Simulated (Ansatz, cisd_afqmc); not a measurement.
Species: C2H3N, charge 0, singlet. C2H3N (acetonitrile, SMILES CC#N).
B3LYP-D3(BJ)/def2-TZVP minimum from Ansatz (an electronic-structure program):
```xyz
6

C     -0.0055     0.0046    -1.1739
C      0.0013    -0.0011     0.2805
N      0.0067    -0.0056     1.4298
H     -0.0055     1.0296    -1.5454
H      0.8782    -0.5072    -1.5556
H     -0.8946    -0.5041    -1.5473
```
Charge 0, spin multiplicity 1.

Total energies in cc-pVDZ, 16 correlated electrons, 3 frozen orbitals. Radicals and triplets start from unrestricted determinants; spin-orbit coupling is neglected. Correlated methods leave the cores frozen. No relativity. AFQMC/CISD: phaseless, guided by CISD from CCSD amplitudes; bars are statistical, one sigma. Outlying blocks are dropped, and bars are widened where a walk drifts. Over all cases where full CI ran beside it in this data, AFQMC minus full CI had a median of +0.1 mEh and passed +0.4 mEh in a tenth of the cases.

```
method         program         energy (Eh)  minus CCSDT(Q) (mEh)
----------  ----------  ------------------  --------------------
HF              Ansatz          -131.93819                461.84
MP2             Ansatz          -132.35970                 40.32
CCSD            Ansatz          -132.38170                 18.33
CCSD(T)         Ansatz          -132.39798                  2.04
CCSDT(Q)        Ansatz          -132.40002                  0.00
AFQMC/CISD  cisd_afqmc  -132.3994 ± 0.0004             0.6 ± 0.4
```

Rough core times of Ansatz's runs on a shared machine: CCSD(T) under 20 s, CCSDT(Q) 70 s.
